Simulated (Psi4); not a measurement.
**OH (SMILES [OH]) at U-wB97X/aug-cc-pVTZ**

What is the vertical electron affinity of OH at U-wB97X/aug-cc-pVTZ? 

The results are computed with Psi4 1.11.

**1. The structure to begin with**

OH has 2 atoms, charge 0, and is taken as a doublet. SMILES: `[OH]`. Geometry: relaxed at PBE0-D4/def2-TZVP.

Bond lengths: O1–H2 0.973 Å.

**2. Energy and forces at U-wB97X/aug-cc-pVTZ**

Input file run_ase.py:

```python
import numpy as np
from ase.calculators.psi4 import Psi4
from ase import Atoms

a = Atoms(['O', 'H'], positions=[
    [0.415880, -0.133150, 0.214550],
    [-0.415880, 0.133150, -0.214550],
])
calc = Psi4(atoms=a, method='wb97x', basis='aug-cc-pVTZ', memory='2200MB', num_threads=1, charge=0, multiplicity=2, label='ho', reference='uks')
calc.psi4.set_options({'puream': True, 'e_convergence': 1e-09, 'd_convergence': 1e-08, 'scf_type': 'pk', 'dft_radial_points': 99, 'dft_spherical_points': 590, 'maxiter': 100})
a.calc = calc

forces = a.get_forces()
print(f'energy: {a.get_potential_energy():.6f} eV')
print('forces / eV A^-1')
print(np.round(forces, 5))
```

Started as:

```console
python run_ase.py
```

ho.dat:

```text
[...]
  Running in c1 symmetry.
[...]
  Nuclear repulsion =    4.350574239688279
[...]
  Multiplicity = 2
[...]
  Nalpha       = 5
  Nbeta        = 4
[...]
    Number of basis functions: 69
[...]
   @UKS iter   1:   -75.70251788987686   -5.33066e-01   4.85225e-03 ADIIS/DIIS
[...]
   @UKS iter  10:   -75.74459705561536   -5.31486e-12   5.70551e-09 DIIS
[...]
   @S^2 Observed:                7.529949517E-01
[...]
    Orbital Energies [Eh]
    ---------------------
    Alpha Occupied:
       1A    -19.274379     2A     -1.151119     3A     -0.597294
       4A     -0.533280     5A     -0.464461
    Alpha Virtual:
       6A      0.038123     7A      0.138109     8A      0.162010
       9A      0.174039    10A      0.183135    11A      0.261638
      12A      0.276314    13A      0.281483    14A      0.396430
      15A      0.592883    16A      0.603892    17A      0.605088
      18A      0.684229    19A      0.691076    20A      0.797713
      21A      0.817279    22A      0.841071    23A      0.861748
      24A      0.916801    25A      0.917308    26A      0.946193
[...]
  @UKS Final Energy:   -75.74459705561536
   => Energetics <=
    Nuclear Repulsion Energy =              4.3505742396882789
    One-Electron Energy =                -112.6130265990942405
    Two-Electron Energy =                  38.8262976015224268
    DFT Exchange-Correlation Energy =      -6.3084422977318457
    Empirical Dispersion Energy =           0.0000000000000000
    VV10 Nonlocal Energy =                  0.0000000000000000
    Total Energy =                        -75.7445970556153725
[...]
 Multipole Moments:
 ------------------------------------------------------------------------------------
     Multipole            Electronic (a.u.)      Nuclear  (a.u.)        Total (a.u.)
 ------------------------------------------------------------------------------------
 L = 1.  Multiply by 2.5417464519 to convert [e a0] to [Debye]
 Dipole X            :          0.1728545           -0.7332936           -0.5604391
 Dipole Y            :         -0.0553419            0.2347746            0.1794327
 Dipole Z            :          0.0891746           -0.3783018           -0.2891272
 Magnitude           :                                                    0.6556543
[...]
  -Total Gradient:
     Atom            X                  Y                   Z
    ------   -----------------  -----------------  -----------------
       1        0.001624105037    -0.000519980729     0.000837866057
       2       -0.001623665194     0.000519839907    -0.000837639144
[...]
```

On the terminal:

```text
energy: -2061.115470 eV
forces / eV A^-1
[[-0.08351  0.02674 -0.04308]
 [ 0.08349 -0.02673  0.04307]]
```

Run time: 6.9 s. Hardware: 1 thread of Intel Xeon 6975P-C (Granite Rapids), shared host; peak memory 0.53 GiB.

**3. The singlet anion at the same level**

Input file job.in:

```
memory 2.2 GB

molecule {
  -1 1
  O      0.415880    -0.133150     0.214550
  H     -0.415880     0.133150    -0.214550
  symmetry c1
  no_reorient
  no_com
}

set {
  basis aug-cc-pVTZ
  reference rks
  puream true
  e_convergence 1e-09
  d_convergence 1e-08
  scf_type pk
  dft_radial_points 99
  dft_spherical_points 590
}

result, w = gradient('wb97x', return_wfn=True)
oeprop(w, 'MULLIKEN_CHARGES', 'MAYER_INDICES', 'WIBERG_LOWDIN_INDICES', title='WB97X')
print_variables()
```

Started as:

```console
psi4 -n 1 job.in job.out
```

job.out:

```text
[...]
  Running in c1 symmetry.
[...]
  Nuclear repulsion =    4.350574239688279
[...]
  Multiplicity = 1
[...]
  Nalpha       = 5
  Nbeta        = 5
[...]
    Number of basis functions: 69
[...]
   @RKS iter   1:   -75.49220904099174   -3.22758e-01   1.28212e-02 ADIIS/DIIS
[...]
   @RKS iter  12:   -75.80817793532420   -2.85638e-12   5.09311e-09 DIIS
[...]
    Orbital Energies [Eh]
    ---------------------
    Doubly Occupied:
       1A    -18.845070     2A     -0.719317     3A     -0.203976
       4A     -0.065369     5A     -0.065369
[...]
  @RKS Final Energy:   -75.80817793532420
   => Energetics <=
    Nuclear Repulsion Energy =              4.3505742396882789
    One-Electron Energy =                -116.2548194429162294
    Two-Electron Energy =                  42.5047528950864972
    DFT Exchange-Correlation Energy =      -6.4086856271827326
    Empirical Dispersion Energy =           0.0000000000000000
    VV10 Nonlocal Energy =                  0.0000000000000000
    Total Energy =                        -75.8081779353241814
[...]
 Multipole Moments:
 ------------------------------------------------------------------------------------
     Multipole            Electronic (a.u.)      Nuclear  (a.u.)        Total (a.u.)
 ------------------------------------------------------------------------------------
 L = 1.  Multiply by 2.5417464519 to convert [e a0] to [Debye]
 Dipole X            :         -6.5849257            5.5012951           -1.0836306
 Dipole Y            :          2.1082593           -1.7613192            0.3469400
 Dipole Z            :         -3.3971237            2.8380852           -0.5590385
 Magnitude           :                                                    1.2677329
[...]
  -Total Gradient:
     Atom            X                  Y                   Z
    ------   -----------------  -----------------  -----------------
       1        0.009731129599    -0.003115561956     0.005020231450
       2       -0.009730446335     0.003115343199    -0.005019878958
[...]
  Mulliken Charges: (a.u.)
   Center  Symbol    Alpha    Beta     Spin     Total
       1     O     4.54762  4.54762  0.00000 -1.09524
       2     H     0.45238  0.45238  0.00000  0.09524
   Total alpha =  5.00000, Total beta =  5.00000, Total charge = -1.00000
  Mayer Bond Indices:
[...]
```

Run time: 5.7 s. Hardware: 1 thread of Intel Xeon 6975P-C (Granite Rapids), shared host; peak memory 0.52 GiB.

**4. What came out**

At U-wB97X/aug-cc-pVTZ:

```
                                                            quantity         value
                                            doublet OH: total energy  -75.74460 Eh
                                           doublet OH: dipole moment        1.67 D
                      doublet OH: HOMO energy (highest over α and β)     -11.85 eV
                       doublet OH: LUMO energy (lowest over α and β)      -1.94 eV
                                                    doublet OH: ⟨S²⟩         0.753
                                doublet OH: largest force on an atom    0.098 eV/Å
                                         singlet anion: total energy  -75.80818 Eh
                                          singlet anion: HOMO energy      -1.78 eV
                                          singlet anion: LUMO energy       5.05 eV
singlet anion: HOMO–LUMO gap (to an unbound level, set by the basis)       6.83 eV
                             singlet anion: largest force on an atom    0.585 eV/Å
                   vertical electron affinity (to the singlet anion)      1.730 eV
```

In words: At fixed nuclei the extra electron is bound by 1.73 eV (40 kcal/mol).
